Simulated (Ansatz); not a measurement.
`CC1(Cl)CO1` and `CC1(F)CO1` differ in one element.

Ansatz, PBE0-D4/def2-TZVP geometries, multiplicity 1. 

| property | `CC1(Cl)CO1` |
| --- | --- |
| HOMO–LUMO gap (ωB97M-V/def2-TZVPP) / eV | 13.39 |
| HOMO energy (PBE/def2-TZVPP) / eV | -6.72 |
| HOMO–LUMO gap (PBE/def2-TZVPP) / eV | 6.47 |
| HOMO–LUMO gap (B3LYP/def2-TZVPP) / eV | 8.57 |
| size of the dipole moment (B3LYP/def2-TZVPP) / D | 2.35 |
| size of the dipole moment (ωB97M-V/def2-TZVPP) / D | 2.35 |

(1) Give the same properties after the change, and the shifts. (An estimate is asked.)

## Answers

(1) Computed: 
| property | `CC1(F)CO1` | shift |
| --- | --- | --- |
| HOMO–LUMO gap (ωB97M-V/def2-TZVPP) / eV | 13.79 | 0.40 |
| HOMO energy (PBE/def2-TZVPP) / eV | -6.82 | -0.10 |
| HOMO–LUMO gap (PBE/def2-TZVPP) / eV | 7.48 | 1.01 |
| HOMO–LUMO gap (B3LYP/def2-TZVPP) / eV | 9.34 | 0.77 |
| size of the dipole moment (B3LYP/def2-TZVPP) / D | 2.36 | 0.01 |
| size of the dipole moment (ωB97M-V/def2-TZVPP) / D | 2.37 | 0.02 |

With PBE0 the HOMO falls by 0.29 eV and the LUMO rises by 0.57 eV, so the gap widens by about 0.86 eV. PBE moves the HOMO by -0.10 eV and ωB97M-V by -0.39 eV. Dipoles are sizes alone; their direction can turn.

Positive LUMOs are unbound, so they and the gaps depend on the basis.

B3LYP here is the variant with VWN-RPA as its local correlation; programs differ in this.
